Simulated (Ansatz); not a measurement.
**Interaction energy ladder**

The pair of CH4O (SMILES CO, atoms 1–6) and SiH4 (SMILES [SiH4], atoms 7–11), both closed shells, in one local arrangement (a lower one may exist), relaxed at PBE0-D4/def2-TZVP:

C1  (0.169, -0.326, -1.757)
O2  (-0.840, 0.246, -0.953)
H3  (0.184, -1.393, -1.538)
H4  (1.161, 0.084, -1.531)
H5  (-0.034, -0.196, -2.826)
H6  (-0.876, 1.189, -1.129)
Si7  (0.036, 0.078, 1.927)
H8  (-0.068, -1.300, 1.389)
H9  (-1.277, 0.767, 1.902)
H10  (1.052, 0.857, 1.174)
H11  (0.492, -0.007, 3.343)
(Å)

Program: Ansatz 0.2.0. Basis: def2-TZVPPD, with def2-QZVPPD for the basis limit. Cores are frozen in the correlated methods. B3LYP uses VWN-RPA correlation. Extrapolation: Hartree–Fock as exp(−7.88 √X), correlation as X^−2.97. Interaction energies count from these two fragments, frozen as in the pair, with the counterpoise correction; negative means bound.

What is the interaction energy by CCSD(T) at an estimated basis limit (MP2 extrapolated from triple and quadruple zeta, plus CCSD(T) − MP2 in triple zeta)? (To be estimated.)

Computed: -10.2 kJ/mol. Hartree–Fock alone gives 0.9 kJ/mol at the basis limit, so without correlation the pair would not bind at this distance. It counts from the two fragments frozen as in the pair.

The same quantity by other methods in triple zeta, and each one's difference from that estimate:
```json
{"method": "PBE-D4", "E_int (kJ/mol)": "-10.5", "difference": "-0.3"}
{"method": "revPBE-D4", "E_int (kJ/mol)": "-9.4", "difference": "0.8"}
{"method": "BLYP-D4", "E_int (kJ/mol)": "-9.0", "difference": "1.1"}
{"method": "r2SCAN-D4", "E_int (kJ/mol)": "-10.5", "difference": "-0.3"}
{"method": "B97M-V", "E_int (kJ/mol)": "-10.9", "difference": "-0.8"}
{"method": "PBE0-D4", "E_int (kJ/mol)": "-10.1", "difference": "0.1"}
{"method": "B3LYP-D4", "E_int (kJ/mol)": "-9.7", "difference": "0.5"}
{"method": "HSE06-D4", "E_int (kJ/mol)": "-9.9", "difference": "0.3"}
{"method": "wB97X-V", "E_int (kJ/mol)": "-10.1", "difference": "0.0"}
{"method": "wB97M-V", "E_int (kJ/mol)": "-11.0", "difference": "-0.9"}
{"method": "B2PLYP", "E_int (kJ/mol)": "-4.7", "difference": "5.5"}
{"method": "HF", "E_int (kJ/mol)": "1.0", "difference": "11.2"}
{"method": "MP2", "E_int (kJ/mol)": "-8.8", "difference": "1.4"}
{"method": "CCSD", "E_int (kJ/mol)": "-7.2", "difference": "2.9"}
{"method": "CCSD(T)", "E_int (kJ/mol)": "-8.7", "difference": "1.4"}
```
Differences are method less estimate.

Which atoms make the shortest contact between the fragments?

H4 and H10, 2.82 Å apart.

Basis-set superposition shift (counterpoise-corrected less uncorrected): CCSD(T) 1.9; MP2 1.9; HF 0.2; PBE0-D4 0.2; wB97M-V 0.3 kJ/mol.

No T1 diagnostic of these runs exceeds 0.011.

For scale, one of the runs: CCSD(T)/def2-TZVPPD, 261 basis functions, launched by `ansatz run in.yaml --threads 4 --pin off --events-out ev --progress --plain --max-ram 9574MiB`. Hardware: 4 CPU threads of an Intel Xeon 6975P-C, shared host. Wall time 24 s; peak host memory 6.6 GiB.
